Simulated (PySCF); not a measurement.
# C2H2P3−: electronic excitations and core binding energies

Aim: predict the electronic excitations and core binding energies of C2H2P3− (`c1ppc[p-]1`).

Computed with PySCF 2.14.0, with density-fitted response routines of our own, on a single molecule in the gas phase. Atoms are numbered from 0 throughout.

## 1. The molecule as given

7 atoms, charge -1, multiplicity 1; geometry from: GFN2-xTB.

Bonds of the start (Å): C0–P1 1.73, P1–P2 2.10, P2–C3 1.73, C3–P4 1.73, P4–C0 1.73, C0–H5 1.08, C3–H6 1.08.

## 2. TDDFT and polarisability: CAM-B3LYP/def2-SVPD

What the job is given:

```
{"job": {"kind": "uv", "xc": "CAM-B3LYP", "basis": "def2-SVPD", "nstates": 8, "ntriplets": 3}, "charge": -1, "multiplicity": 1}
C      1.163414     0.597764    -0.054467
P      0.310398     0.951222    -1.511679
P     -1.442867    -0.117851    -1.093907
C     -0.995725    -0.718697     0.460348
P      0.521857    -0.382014     1.217609
H      2.157194     1.016011     0.064600
H     -1.710936    -1.341531     0.986739
```

Level: TDDFT CAM-B3LYP/def2-SVPD, vertical, gas phase, core orbitals frozen in the response.

Launch:

```console
> OMP_NUM_THREADS=1 python probes_run.py task.json out
```

One launch serves the whole session: the jobs run in the order shown.

Standard output:

```text
coarse grid: 8288 points
cycle   1  E = -1100.9567502476  dE =  6.786e-01  |g| = 3.220e-01  |ddm| = 4.290e+00
cycle   2  E = -1100.9594755718  dE = -2.725e-03  |g| = 3.593e-01  |ddm| = 1.558e+00
cycle   3  E = -1100.9958103231  dE = -3.633e-02  |g| = 5.480e-02  |ddm| = 4.582e-01
cycle   4  E = -1100.9965829224  dE = -7.726e-04  |g| = 2.478e-02  |ddm| = 1.351e-01
cycle   5  E = -1100.9968004551  dE = -2.175e-04  |g| = 7.228e-03  |ddm| = 7.569e-02
cycle   6  E = -1100.9968195469  dE = -1.909e-05  |g| = 2.277e-03  |ddm| = 2.243e-02
cycle   7  E = -1100.9968215568  dE = -2.010e-06  |g| = 4.576e-04  |ddm| = 6.828e-03
final grid: 68944 points
cycle   8  E = -1101.1271507888  dE = -8.490e-06  |g| = 1.843e-03  |ddm| = 2.369e-02
cycle   9  E = -1101.1271501138  dE =  6.749e-07  |g| = 2.491e-03  |ddm| = 5.793e-03
cycle  10  E = -1101.1271518302  dE = -1.716e-06  |g| = 1.632e-04  |ddm| = 2.846e-03
cycle  11  E = -1101.1271518403  dE = -1.013e-08  |g| = 1.031e-04  |ddm| = 5.090e-04
cycle  12  E = -1101.1271518446  dE = -4.278e-09  |g| = 3.247e-05  |ddm| = 2.308e-04
cycle  13  E = -1101.1271518450  dE = -4.557e-10  |g| = 1.323e-05  |ddm| = 7.772e-05
converged SCF energy = -1101.1271518450

Static polarisability (au): isotropic 107.920, principal 69.698 119.390 134.673

Singlet excitations
state   eV       nm        f      main configurations
  1   4.3189    287.1   0.05080   H->L 0.87, H-1->L+1 0.09
  2   4.5605    271.9   0.00001   H-2->L 0.97
  3   4.5677    271.4   0.02404   H->L+1 0.65, H-1->L 0.33
  4   4.9822    248.9   0.00082   H-2->L+1 0.95
  5   5.2166    237.7   0.00005   H->L+3 0.92
  6   5.2502    236.2   0.00000   H->L+2 0.88, H->L+7 0.09
  7   5.3006    233.9   0.05476   H-1->L+1 0.84
  8   5.3700    230.9   0.29766   H-1->L 0.62, H->L+1 0.28

Triplet excitations (Tamm-Dancoff, eV): 3.0904 3.3876 3.6514
```

It took 9.6 s on 1 thread of Arm Neoverse V2, shared host; peak memory 0.54 GiB.

Frontier orbitals and where they lie:

```csv
orbital,eV,atoms
HOMO−3,-4.51,"P2 35 %, P1 35 %, C3 13 %"
HOMO−2,-3.17,"P1 32 %, P2 31 %, P4 26 %"
HOMO−1,-3.02,"C3 27 %, C0 27 %, P2 16 %"
HOMO,-2.30,"P1 25 %, P2 25 %, P4 25 %"
LUMO,4.82,"P2 32 %, P1 32 %, C3 14 %"
LUMO+1,5.16,"P4 41 %, C0 17 %, C3 17 %"
LUMO+2,5.70,"C3 19 %, C0 19 %, P4 15 %"
```

With each of the 8 states as a Gaussian band of 0.4 eV half-width at 1/e, the curve within the window shown has maxima at 281 nm (ε 2,800), 232 nm (ε 14,000) L/(mol cm). Beyond the last state computed it falls off for lack of states. The curve at chosen wavelengths:

```
 nm  ε (L/mol/cm)
219          7815
224         11534
228         13589
233         14179
237         13080
242         10467
246          8098
251          5541
255          4089
260          3042
265          2652
269          2623
274          2731
278          2818
283          2836
287          2751
292          2527
297          2203
301          1906
306          1527
310          1240
315           922
319           710
324           496
328           365
333           242
```

Further results of this job:

```csv
property,computed
polarisability (Å³),15.99
HOMO–LUMO gap (eV),7.12
−ε(HOMO) (eV),2.30
```

## 3. Core holes by ΔSCF: SCAN, X2C

Settings changed since step 2:

```diff
@@ -1,2 +1,2 @@
-{"job": {"kind": "uv", "xc": "CAM-B3LYP", "basis": "def2-SVPD", "nstates": 8, "ntriplets": 3}, "charge": -1, "multiplicity": 1}
+{"job": {"kind": "xps"}, "charge": -1, "multiplicity": 1}
 C      1.163414     0.597764    -0.054467
```

Level: delta-SCF UKS SCAN, pcX-2 on the ionised atom, pcseg-1 elsewhere, spin-free X2C.

Standard output:

```text
ground state, core basis on atom 0 (C), 123 functions
  cycle   1  E = -1103.63693007  |g| = 5.68e-01
  cycle   2  E = -1103.33907201  |g| = 1.13e+00
  cycle   3  E = -1103.72896767  |g| = 1.90e-01
  cycle   4  E = -1103.73937386  |g| = 9.03e-02
  cycle   5  E = -1103.74218874  |g| = 3.53e-02
  cycle   6  E = -1103.74264730  |g| = 1.03e-02
  cycle   7  E = -1103.74266141  |g| = 7.45e-03
  cycle   8  E = -1103.74268198  |g| = 2.35e-03
  cycle   9  E = -1103.74268481  |g| = 2.78e-04
  E(ground) = -1103.81421295 Eh
hole in C 1s of atom 0
  cycle   1  E = -1092.66260882  |g| = 1.53e+00
  cycle   2  E = -1090.88966414  |g| = 2.34e+00
  cycle   3  E = -1092.89689615  |g| = 7.30e-01
  cycle   4  E = -1092.78369351  |g| = 7.94e-01
  cycle   5  E = -1093.27008786  |g| = 1.36e-01
  cycle   6  E = -1093.27347986  |g| = 9.66e-02
  cycle   7  E = -1093.27966254  |g| = 4.11e-02
  cycle   8  E = -1093.28090020  |g| = 1.42e-02
  cycle   9  E = -1093.28104921  |g| = 4.40e-03
  cycle  10  E = -1093.28106759  |g| = 1.50e-03
  cycle  11  E = -1093.28106936  |g| = 7.21e-04
  cycle  12  E = -1093.28106865  |g| = 2.83e-04
  E(ion) = -1093.35186818 Eh   <S^2> = 0.7845   hole on atom = 1.000   binding energy = 284.695 eV
ground state, core basis on atom 1 (P), 134 functions
  cycle   1  E = -1103.85663265  |g| = 3.41e-01
  cycle   2  E = -1103.85420750  |g| = 9.43e-02
  cycle   3  E = -1103.84312378  |g| = 2.05e-01
  cycle   4  E = -1103.85712992  |g| = 2.08e-02
  cycle   5  E = -1103.85727294  |g| = 6.85e-03
  cycle   6  E = -1103.85729382  |g| = 1.07e-03
  cycle   7  E = -1103.85729543  |g| = 1.01e-03
  cycle   8  E = -1103.85729369  |g| = 2.99e-04
  E(ground) = -1103.89858284 Eh
hole in P 1s of atom 1
  cycle   1  E = -1023.89305284  |g| = 4.72e+00
  cycle   2  E = -1022.49246422  |g| = 2.75e+00
  cycle   3  E = -1017.33913613  |g| = 2.71e+00
  cycle   4  E = -1024.72802477  |g| = 6.94e-01
  cycle   5  E = -1024.65977037  |g| = 8.00e-01
  cycle   6  E = -1025.01525135  |g| = 2.75e-01
  cycle   7  E = -1025.05668830  |g| = 1.53e-01
  cycle   8  E = -1025.07232208  |g| = 3.86e-02
  cycle   9  E = -1025.07315434  |g| = 1.62e-02
  cycle  10  E = -1025.07330792  |g| = 5.21e-03
  cycle  11  E = -1025.07332356  |g| = 1.29e-03
  cycle  12  E = -1025.07332478  |g| = 4.16e-04
  E(ion) = -1025.11548245 Eh   <S^2> = 0.7525   hole on atom = 1.000   binding energy = 2143.797 eV
hole in P 2p of atom 1
  cycle   1  E = -1098.63035779  |g| = 1.40e+00
  cycle   2  E = -1097.24150652  |g| = 1.92e+00
  cycle   3  E = -1098.33698521  |g| = 9.63e-01
  cycle   4  E = -1098.95669576  |g| = 3.70e-01
  cycle   5  E = -1099.01368789  |g| = 2.37e-01
  cycle   6  E = -1099.04667680  |g| = 4.65e-02
  cycle   7  E = -1099.04690465  |g| = 4.11e-02
  cycle   8  E = -1099.04807189  |g| = 1.67e-02
  cycle   9  E = -1099.04824864  |g| = 4.85e-03
  cycle  10  E = -1099.04826041  |g| = 2.56e-03
  cycle  11  E = -1099.04826578  |g| = 6.70e-04
  cycle  12  E = -1099.04826544  |g| = 2.96e-04
  E(ion) = -1099.10050890 Eh   <S^2> = 0.7544   hole on atom = 1.002   binding energy = 130.562 eV
  2p3/2 = 130.322 eV   2p1/2 = 131.212 eV
ground state, core basis on atom 4 (P), 134 functions
  cycle   1  E = -1103.85760419  |g| = 3.45e-01
  cycle   2  E = -1103.85132012  |g| = 1.35e-01
  cycle   3  E = -1103.83003437  |g| = 2.67e-01
  cycle   4  E = -1103.85850127  |g| = 4.53e-02
  cycle   5  E = -1103.85908016  |g| = 1.06e-02
  cycle   6  E = -1103.85909870  |g| = 6.12e-03
  cycle   7  E = -1103.85911500  |g| = 1.46e-03
  cycle   8  E = -1103.85911353  |g| = 4.80e-04
  E(ground) = -1103.90004559 Eh
hole in P 1s of atom 4
  cycle   1  E = -1023.89250828  |g| = 4.72e+00
  cycle   2  E = -1021.95489968  |g| = 2.93e+00
  cycle   3  E = -1015.01142054  |g| = 3.15e+00
  cycle   4  E = -1024.95592452  |g| = 4.02e-01
  cycle   5  E = -1024.83512965  |g| = 6.14e-01
  cycle   6  E = -1025.06081253  |g| = 8.61e-02
  cycle   7  E = -1025.06524181  |g| = 2.77e-02
  cycle   8  E = -1025.06571624  |g| = 6.89e-03
  cycle   9  E = -1025.06571413  |g| = 7.28e-03
  cycle  10  E = -1025.06574514  |g| = 1.42e-03
  cycle  11  E = -1025.06574746  |g| = 3.50e-04
  E(ion) = -1025.10707288 Eh   <S^2> = 0.7523   hole on atom = 1.000   binding energy = 2144.066 eV
hole in P 2p of atom 4
  cycle   1  E = -1098.63066509  |g| = 1.40e+00
  cycle   2  E = -1096.86238232  |g| = 2.09e+00
  cycle   3  E = -1098.27470345  |g| = 9.71e-01
  cycle   4  E = -1098.92024335  |g| = 4.13e-01
  cycle   5  E = -1099.01213084  |g| = 2.27e-01
  cycle   6  E = -1099.04062837  |g| = 5.18e-02
  cycle   7  E = -1099.04198742  |g| = 1.89e-02
  cycle   8  E = -1099.04219870  |g| = 4.19e-03
  cycle   9  E = -1099.04218379  |g| = 6.80e-03
  cycle  10  E = -1099.04221436  |g| = 7.52e-04
  cycle  11  E = -1099.04221338  |g| = 3.02e-04
  E(ion) = -1099.09386148 Eh   <S^2> = 0.7540   hole on atom = 1.002   binding energy = 130.783 eV
  2p3/2 = 130.546 eV   2p1/2 = 131.436 eV
```

It took 20 s on 1 thread of Arm Neoverse V2, shared host; peak memory 0.45 GiB.

Binding energies by hole, beside the orbital energy of the ground state; the difference holds orbital relaxation and, for a density functional, its self-interaction error:

```csv
hole,stands for,environment,ΔSCF (eV; 2p as the shell's mean),−ε (eV),⟨S²⟩
C1s on C0,"C0, C3",aromatic CH,284.69,269.1,0.785
P1s on P1,"P1, P2","phosphorus bonded to C, P, in a 5-membered ring",2143.80,2087.4,0.753
P2p on P1,"P1, P2","phosphorus bonded to C, P, in a 5-membered ring",130.62,120.4,0.754
P1s on P4,P4,"phosphorus bonded to 2 C, in a 5-membered ring",2144.07,2087.5,0.752
P2p on P4,P4,"phosphorus bonded to 2 C, in a 5-membered ring",130.84,120.5,0.754
```

Each hole run stands for the others of its class of like atoms.

With the spin-orbit splitting: P1 2p3/2 130.32, 2p1/2 131.21 eV; P4 2p3/2 130.55, 2p1/2 131.44 eV. The table gives each 2p level as the mean over the whole 2p shell (two parts 2p3/2, one part 2p1/2), which differs a little from the single hole in the log.

## 4. Results

| quantity | value |
| --- | --- |
| lowest singlet (CAM-B3LYP/def2-SVPD) | 4.32 eV (287 nm), f = 0.051 |
| brightest single state of those computed | state 8, 5.37 eV, f = 0.298 |
| lowest triplet | 3.09 eV |
| P1s binding energies, SCAN/pcX-2 | P4 2144.07, P1 2143.80 eV |
| P2p binding energies, SCAN/pcX-2 | P4 130.84, P1 130.62 eV |
| C1s binding energies, SCAN/pcX-2 | C0 284.69 eV |

What this shows: The first singlet state (HOMO→LUMO 0.87, HOMO−1→LUMO+1 0.09) lies at 4.32 eV and is bright; of the 8 states computed, the strongest absorption comes from state 8 at 5.37 eV (the last computed, so partners may be missing). The lowest triplet lies 1.23 eV below the lowest singlet (triplets in Tamm-Dancoff, singlets in full TDDFT). The lowest singlet lies above −ε(HOMO); no detachment energy was computed, so the anion's states may not be bound. The P1s levels kept as sound span 0.27 eV, from P1 (phosphorus bonded to C, P, in a 5-membered ring) up to P4 (phosphorus bonded to 2 C, in a 5-membered ring). The P2p levels kept as sound span 0.22 eV, from P1 (phosphorus bonded to C, P, in a 5-membered ring) up to P4 (phosphorus bonded to 2 C, in a 5-membered ring).
